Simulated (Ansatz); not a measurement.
# AlC (quartet): from Hartree-Fock to the top rungs, cc-pVTZ

One table from this session's results is given with a row withheld; the runs are named, their logs left out.

Program: Ansatz 0.2.0, Gaussian basis. Level of theory: cc-pVTZ, core rule «outside noble gas», up to 6 orbitals frozen. These are calculated values, not measurements.

To be run: UHF; CCSD(T) on ROHF; CCSD(T) on UHF; BCCD(T) on ROHF; CISD; CCSDT(Q) on ROHF; CCSDT(Q) on UHF; CASSCF and MRCISD+Q, 7 electrons in 8 orbitals; CASSCF and NEVPT2, 7 electrons in 8 orbitals.

14 further runs of the same task are left out: 4 that didn't finish, 10 set aside as unsound or not needed.

## What is computed

The geometry is a PBE0/def2-TZVP stationary point (not a proven minimum).

2 atoms, charge 0, spin multiplicity 4.

Atoms are counted from 1 here; the program's logs count them from 0.

Bond lengths: Al1–C2 1.967 Å.

Set-up of the first run:

Input file in.yaml:

```yaml
crystal:
  periodic: [false, false, false]
  atoms:
    - {symbol: Al, position_ang: [0.000000, 0.000000, 0.000000]}
    - {symbol: C, position_ang: [0.000000, 0.000000, 1.966767]}
basis:
  gaussian: {orbitals: cc-pVTZ}
magnetization: {spin_polarized: true, initial_magnetization: 3}
hamiltonian: {xc: hf}
output: {orbitals: {seedname: orbitals}}
```

On the command line:

```console
ansatz run in.yaml --threads 1 --pin off --events-out ev --progress --plain --max-ram 2393MiB
```

Steps of the session up to this table: UHF; CCSD(T) on ROHF; CCSD(T) on UHF; BCCD(T) on ROHF; CISD; CCSDT(Q) on ROHF; CCSDT(Q) on UHF; CASSCF and MRCISD+Q, 7 electrons in 8 orbitals; CASSCF and NEVPT2, 7 electrons in 8 orbitals.

One of the session's tables, all rows but one given; the rest of the session is left out.

| method | from UCCSDT(Q) (meV) |
| --- | --- |
| ROHF | +4640.8 |
| UHF | +4582.8 |
| RMP2 | +1074.0 |
| UMP2 | +1056.3 |
| CISD | +442.9 |
| RCCSD | +251.2 |
| UCCSD | +248.1 |
| RCCSD(T) | +58.7 |
| UCCSD(T) | +56.5 |
| BCCD(T) | +54.6 |
| RCCSDT | ? |
| UCCSDT | +12.2 |
| RCCSDT(Q) | +2.7 |
| UCCSDT(Q) | 0 |
| CASSCF valence | +3299.3 |
| NEVPT2 valence | +722.0 |
| MRCISD valence | +258.9 |
| MRCISD+Q valence | +69.4 |

Estimate the missing values for RCCSDT.

**Answer.** from UCCSDT(Q) (meV): +14.0. In the column «from UCCSDT(Q) (meV)» it lies between UCCSDT (+12.2) and BCCD(T) (+54.6).

Among the levels timed on like hardware and quicker than the yardstick, those that no quicker one beats, quickest first: NEVPT2 valence (2.7 s, +722.0 meV); BCCD(T) (3 s, +54.6 meV).

With the free atoms at the same levels and basis (separate runs), the atomisation energy is 3.308 eV at UCCSDT(Q), 3.279 eV at RCCSD(T), 3.278 eV at UCCSD(T), 2.779 eV at ROHF.

Limits of these values: Of the multireference levels listed MRCISD+Q valence comes nearest in total energy (+69.4 meV), which doesn't show that its space is the better one. Restricted and unrestricted rows rest on different reference determinants; where their highest levels disagree by more than a few hundredths of an eV, they describe different states and don't form one ladder.
